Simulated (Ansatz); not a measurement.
hcp Y, treated with r²SCAN in Ansatz (PAW).

Numerical settings: plane-wave cutoff 560 eV, 18×18×10 k mesh (along the axes of the cell as run), Fermi–Dirac smearing 0.05 eV, scalar-relativistic PAW data made under PBE.

Cell (relaxed at this level):

```
Y
1.0
    1.84161    -3.18977     0.00000
    1.84161     3.18977     0.00000
    0.00000     0.00000     5.69922
Y
2
Cartesian
  1.84161   1.06326   1.42480
  1.84161  -1.06326   4.27441
```

Task: Give the computed bulk modulus and pressure derivative B′ of the bulk modulus.

Result: 
* **bulk modulus**: 40.6 GPa
* **pressure derivative B′ of the bulk modulus**: 3.1

The run finds no gap.

Measured, for comparison: bulk modulus 41.7 GPa (zero-point energy and finite temperature contributions removed, our sources range from 37.3 to 41.7; as tabulated in doi:10.1021/acs.jctc.3c00612). Computed (rounded) less measured: bulk modulus -3 % (inside the range of the sources held).

Note: the bulk modulus comes from volumes at which shape and atoms were relaxed.

The computed numbers hold no vibrational or temperature effects.

The result took about 3 core-minutes (a rough figure).

Ansatz is a quantum-chemistry and plane-wave program.
